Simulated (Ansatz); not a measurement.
System: C3H3, charge 0, multiplicity 2. It need not be the lowest isomer of its formula. 
Coordinates optimised at B3LYP-D3(BJ)/def2-TZVP (Ansatz, a quantum-chemistry and plane-wave program):
SMILES: [CH]1C=C1
```xyz
6

C      0.0018     0.0071     0.8842
C      0.0467    -0.6576    -0.4096
C      0.0561     0.6501    -0.4202
H     -0.7909     0.0189     1.6308
H      0.0705    -1.5781    -0.9660
H      0.0930     1.5610    -0.9914
```
Charge 0, spin multiplicity 2.

Basis-set convergence of Hartree-Fock and MP2 correlation energies (hartree) with Ansatz. Valence correlation only, unless marked. UHF or UKS for open shells. Spin-orbit coupling is left out. No relativistic terms.

```tsv
basis	functions	E(HF)	E(corr, MP2)
cc-pVDZ	-	-115.20365	-0.36769
cc-pVTZ	132	?	?
```

**Question.** Fill in the missing entries.

**Answer.** 
- cc-pVTZ, E(HF): -115.23476
- cc-pVTZ, E(corr, MP2): -0.44909
